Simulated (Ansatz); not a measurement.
# BSiCl (triplet): the correlation ladder at a displaced geometry (v1), cc-pVDZ

One table from this session's results is given with a row withheld; the runs are named, their logs left out.

Program: Ansatz 0.2.0, Gaussian basis. Level of theory: cc-pVDZ, core rule «outside noble gas», up to 11 orbitals frozen. These are calculated values, not measurements.

The runs, in order: UHF; CCSD(T) on ROHF; CCSD(T) on UHF; BCCD(T) on ROHF; CISD as a restricted active space (open shells left free, so some higher excitations enter); CCSDT(Q) on ROHF; CCSDT(Q) on UHF.

25 further runs of the same task are left out: 10 that didn't finish, 15 set aside as unsound or not needed. Runs told in other sessions of the task aren't counted.

### What is computed

The geometry is a PBE0/def2-TZVP stationary point (not a proven minimum) with its atoms shifted at random (size 0.040 Å).

3 atoms, charge 0, spin multiplicity 3.

Atoms are counted from 1 here; the program's logs count them from 0.

Bond lengths: B1–Si2 1.892 Å, B1–Cl3 1.637 Å. Angles: Si2–B1–Cl3 178.1°.

The first run:

File in.yaml:

```yaml
crystal:
  periodic: [false, false, false]
  atoms:
    - {symbol: B, position_ang: [-0.015433, -0.009008, 0.085336]}
    - {symbol: Si, position_ang: [-0.016266, -0.025151, -1.806755]}
    - {symbol: Cl, position_ang: [0.031698, 0.034159, 1.721419]}
basis:
  gaussian: {orbitals: cc-pVDZ}
magnetization: {spin_polarized: true, initial_magnetization: 2}
hamiltonian: {xc: hf}
output: {orbitals: {seedname: orbitals}}
```

The run is started by

```console
ansatz run in.yaml --threads 1 --pin off --events-out ev --progress --plain --max-ram 2393MiB
```

Among the steps run: UHF; CCSD(T) on ROHF; CCSD(T) on UHF; BCCD(T) on ROHF; CISD as a restricted active space (open shells left free, so some higher excitations enter); CCSDT(Q) on ROHF; CCSDT(Q) on UHF.

One of the session's tables, all rows but one given; the rest of the session is left out.

| method | from UCCSDT(Q) (meV) |
| --- | --- |
| ROHF | +8516.9 |
| UHF | +8403.4 |
| RMP2 | +1260.9 |
| UMP2 | +1284.3 |
| CISD | ? |
| RCCSD | +358.8 |
| UCCSD | +354.8 |
| RCCSD(T) | +62.7 |
| UCCSD(T) | +63.3 |
| BCCD(T) | +60.9 |
| RCCSDT | +22.8 |
| UCCSDT | +22.4 |
| RCCSDT(Q) | +2.2 |
| UCCSDT(Q) | 0 |

Estimate the missing values for CISD.

**Answer.** from UCCSDT(Q) (meV): +1195.7. In the column «from UCCSDT(Q) (meV)» it lies between RCCSD (+358.8) and RMP2 (+1260.9).

Limits of these values: Restricted and unrestricted rows rest on different reference determinants; a gap between their highest levels can come from leftover correlation error, from unlike frozen cores or from another state.
